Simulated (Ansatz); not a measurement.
System: 2H WSe2. Method: LDA (PAW; Ansatz, a quantum-chemistry and plane-wave program).

Settings: plane-wave cutoff 520 eV, 12×12×4 k mesh (along the axes of the cell as run), Fermi–Dirac smearing 0.01 eV, no spin polarisation, scalar-relativistic PAW data made under PBE.

Starting structure:

```
WSe2
1.0
    3.28000     0.00000     0.00000
   -1.64000     2.84056     0.00000
    0.00000     0.00000    12.96000
W Se
2 4
Direct
  0.66667   0.33333   0.75000
  0.33333   0.66667   0.25000
  0.66667   0.33333   0.37900
  0.33333   0.66667   0.87900
  0.33333   0.66667   0.62100
  0.66667   0.33333   0.12100
```

### Question
Into what structure does the relaxation of cell and atoms lead at this level, with the symmetry of the start kept?

### Answer
The volume drops by 2.9 %; final space group P6_3/mmc.
```
WSe2
1.0
    3.24993     0.00000     0.00000
   -1.62497     2.81453     0.00000
    0.00000     0.00000    12.81778
W Se
2 4
Direct
  0.66667   0.33333   0.75000
  0.33333   0.66667   0.25000
  0.66667   0.33333   0.38003
  0.33333   0.66667   0.88003
  0.33333   0.66667   0.61997
  0.66667   0.33333   0.11997
```
